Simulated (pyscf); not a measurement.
Elementary routes open to H₂N–Ga [singlet] + hydrogen (H₂) in the gas phase (singlet surface):
A. GaH [singlet] + ammonia (NH₃) (Ga–N, H–H broken; Ga–H, H–N formed)
B. H₂N–GaH₂ (H–H broken; Ga–H, Ga–H formed)

Optimised with ωB97X-D3(BJ)/def2-SVP in PySCF.

**Question.** Rank the routes by free-energy barrier at 900 K, lowest first, for ωB97M-D3(BJ)/def2-TZVP energies (ideal gas, 1 atm, RRHO with modes under 100 cm⁻¹ raised to 100, one conformer, R ln 2 for chiral ones without a mode under 150 cm⁻¹).

**Answer.** A (52.5 kcal/mol), B (82.6 kcal/mol)

Route A is the fastest of these, ahead of the next by 30.0 kcal/mol. The most stable products are those of B (ΔG = +15.4 kcal/mol), whose barrier is 30.0 kcal/mol higher: the kinetic and the thermodynamic product differ. At 298 K A is still the fastest. A: On the product side the descent ends in a bound adduct, 13.7 kcal/mol under the separated species and 26.4 kcal/mol under the saddle at ωB97X-D3(BJ)/def2-TZVP. Only these routes are compared; each barrier is that of the saddle found, and lower ones may exist. Elements up to Kr have no core potential and no relativistic terms here.
